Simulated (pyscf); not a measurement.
PySCF, gas phase, ωB97X-D3(BJ)/def2-SVP geometries.

Question: What is the homolytic dissociation enthalpy (298 K, ωB97M-D3(BJ)/def2-TZVP) of the N–Nb bond of H₂N–NbH(Cl)(Cl)–Cl, to NH₂• + [Cl–NbH(Cl)–Cl]•?

Answer: N–Nb to NH₂• + [Cl–NbH(Cl)–Cl]•: 3.03 eV. The 7 functionals that were run give +2.99 (M06-2X) to +3.41 eV (PBE). The radicals are drawn with the spin at the cut bond; how far it spreads was not checked. Open-shell species with a d-block atom are single-reference here; other states, and whether the spin sits on metal or ligand, were not checked. Elements past Kr carry the def2 core potentials, without spin-orbit coupling.
